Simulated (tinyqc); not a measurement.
UHF in the sto-3g basis, for CH3+, spin multiplicity 1, step by step. One step of it, computed by the program tinyqc.

Problem. Iteration 31 (converged): orbitals. Diagonalise F' = X^T F X, C = X C', fill 4 alpha and 4 beta electrons from the bottom; D(s) = C_occ C_occ^T. Each column has its largest component positive (the first on a tie).

converged F(alpha) (hartree), lower triangle:
```
             1C 1s      1C 2s     1C 2px     1C 2py     1C 2pz      2H 1s      3H 1s      4H 1s
1C 1s   -11.613515
1C 2s    -3.108903  -1.996667
1C 2px    0.000004   0.000062  -0.846728
1C 2py    0.000000  -0.000002   0.000000  -0.846438
1C 2pz   -0.000791   0.032412  -0.000004  -0.000031  -0.264319
2H 1s    -0.907635  -1.011184  -0.656149   0.000000   0.040088  -0.895945
3H 1s    -0.907369  -1.011014   0.328341  -0.568069   0.040067  -0.339635  -0.895802
4H 1s    -0.907369  -1.011014   0.328342   0.568070   0.040096  -0.339636  -0.339875  -0.895807
```

converged F(beta) (hartree), lower triangle:
```
             1C 1s      1C 2s     1C 2px     1C 2py     1C 2pz      2H 1s      3H 1s      4H 1s
1C 1s   -11.613515
1C 2s    -3.108903  -1.996667
1C 2px    0.000004   0.000062  -0.846728
1C 2py    0.000000   0.000002   0.000000  -0.846438
1C 2pz   -0.000791   0.032412  -0.000004   0.000031  -0.264319
2H 1s    -0.907635  -1.011184  -0.656149   0.000000   0.040088  -0.895945
3H 1s    -0.907369  -1.011014   0.328342  -0.568070   0.040096  -0.339636  -0.895807
4H 1s    -0.907369  -1.011014   0.328341   0.568069   0.040067  -0.339635  -0.339875  -0.895802
```

X, lower triangle:
```
            1C 1s      1C 2s     1C 2px     1C 2py    1C 2pz      2H 1s      3H 1s     4H 1s
1C 1s    1.028641
1C 2s   -0.171610   1.531347
1C 2px   0.000011  -0.000086   1.228801
1C 2py   0.000000   0.000000   0.000000   1.228454
1C 2pz   0.002565  -0.030821   0.000005   0.000000  1.001873
2H 1s    0.026201  -0.390258  -0.391781   0.000000  0.023794   1.325492
3H 1s    0.026205  -0.390179   0.196018  -0.339075  0.023788  -0.039313   1.325359
4H 1s    0.026205  -0.390179   0.196018   0.339075  0.023788  -0.039313  -0.039230  1.325359
```

Give: F' = X^T F X; orbital energies; coefficients C; F' = X^T F X; orbital energies; coefficients C; D(alpha) after iteration 31; D(beta) after iteration 31.

Solution.

F' = X^T F X (alpha) (hartree), lower triangle:
```
          1        2        3        4        5        6        7        8
1  -11.3722
2   -1.5854  -0.8499
3    0.0000   0.0000  -0.4586
4    0.0000   0.0000   0.0000  -0.4587
5   -0.0001  -0.0076   0.0000   0.0000  -0.2616
6   -0.1548  -0.4925  -0.5465   0.0000   0.0276  -0.2575
7   -0.1547  -0.4924   0.2734  -0.4731   0.0276  -0.0792  -0.2575
8   -0.1547  -0.4924   0.2734   0.4731   0.0276  -0.0792  -0.0790  -0.2575
```

orbital energies (alpha) (hartree): MO1 -11.6195, MO2 -1.3211, MO3 -1.0024, MO4 -1.0022, MO5 -0.2640, MO6 0.3051, MO7 0.3650, MO8 0.3656

coefficients C (alpha):
```
            MO1      MO2      MO3      MO4      MO5      MO6      MO7      MO8
1C 1s    0.9928  -0.2353   0.0000   0.0000  -0.0191  -0.2197   0.0000   0.0003
1C 2s    0.0338   0.7118   0.0001   0.0000   0.0967   1.5215   0.0000  -0.0023
1C 2px   0.0000  -0.0001   0.6512  -0.0007   0.0000   0.0015   0.0012   1.1473
1C 2py   0.0000   0.0000   0.0007   0.6512   0.0000   0.0000   1.1467  -0.0011
1C 2pz  -0.0006  -0.0205   0.0000   0.0000   0.9953  -0.1236   0.0000   0.0002
2H 1s   -0.0068   0.1813   0.3985  -0.0004  -0.0295  -0.8005  -0.0011  -1.1107
3H 1s   -0.0068   0.1813  -0.1989   0.3454  -0.0295  -0.7978  -0.9622   0.5583
4H 1s   -0.0068   0.1813  -0.1996  -0.3450  -0.0295  -0.7978   0.9633   0.5563
```

F' = X^T F X (beta) (hartree), lower triangle:
```
          1        2        3        4        5        6        7        8
1  -11.3722
2   -1.5854  -0.8499
3    0.0000   0.0000  -0.4586
4    0.0000   0.0000   0.0000  -0.4587
5   -0.0001  -0.0076   0.0000   0.0000  -0.2616
6   -0.1548  -0.4925  -0.5465   0.0000   0.0276  -0.2575
7   -0.1547  -0.4924   0.2734  -0.4731   0.0276  -0.0792  -0.2575
8   -0.1547  -0.4924   0.2734   0.4731   0.0276  -0.0792  -0.0790  -0.2575
```

orbital energies (beta) (hartree): MO1 -11.6195, MO2 -1.3211, MO3 -1.0024, MO4 -1.0022, MO5 -0.2640, MO6 0.3051, MO7 0.3650, MO8 0.3656

coefficients C (beta):
```
            MO1      MO2      MO3      MO4      MO5      MO6      MO7      MO8
1C 1s    0.9928  -0.2353   0.0000   0.0000  -0.0191  -0.2197   0.0000   0.0003
1C 2s    0.0338   0.7118   0.0001   0.0000   0.0967   1.5215   0.0000  -0.0023
1C 2px   0.0000  -0.0001   0.6512   0.0007   0.0000   0.0015  -0.0012   1.1473
1C 2py   0.0000   0.0000  -0.0007   0.6512   0.0000   0.0000   1.1467   0.0011
1C 2pz  -0.0006  -0.0205   0.0000   0.0000   0.9953  -0.1236   0.0000   0.0002
2H 1s   -0.0068   0.1813   0.3985   0.0004  -0.0295  -0.8005   0.0011  -1.1107
3H 1s   -0.0068   0.1813  -0.1996   0.3450  -0.0295  -0.7978  -0.9633   0.5563
4H 1s   -0.0068   0.1813  -0.1989  -0.3454  -0.0295  -0.7978   0.9622   0.5583
```

D(alpha) after iteration 31, lower triangle:
```
          1C 1s    1C 2s   1C 2px   1C 2py   1C 2pz    2H 1s    3H 1s   4H 1s
1C 1s    1.0410
1C 2s   -0.1339   0.5078
1C 2px   0.0000   0.0000   0.4240
1C 2py   0.0000   0.0000   0.0000   0.4241
1C 2pz   0.0042  -0.0146   0.0000   0.0000   0.0004
2H 1s   -0.0494   0.1289   0.2594   0.0000  -0.0037   0.1917
3H 1s   -0.0494   0.1288  -0.1297   0.2248  -0.0037  -0.0465   0.1917
4H 1s   -0.0494   0.1288  -0.1297  -0.2248  -0.0037  -0.0465  -0.0465  0.1917
```

D(beta) after iteration 31, lower triangle:
```
          1C 1s    1C 2s   1C 2px   1C 2py   1C 2pz    2H 1s    3H 1s   4H 1s
1C 1s    1.0410
1C 2s   -0.1339   0.5078
1C 2px   0.0000   0.0000   0.4240
1C 2py   0.0000   0.0000   0.0000   0.4241
1C 2pz   0.0042  -0.0146   0.0000   0.0000   0.0004
2H 1s   -0.0494   0.1289   0.2594   0.0000  -0.0037   0.1917
3H 1s   -0.0494   0.1288  -0.1297   0.2248  -0.0037  -0.0465   0.1917
4H 1s   -0.0494   0.1288  -0.1297  -0.2248  -0.0037  -0.0465  -0.0465  0.1917
```
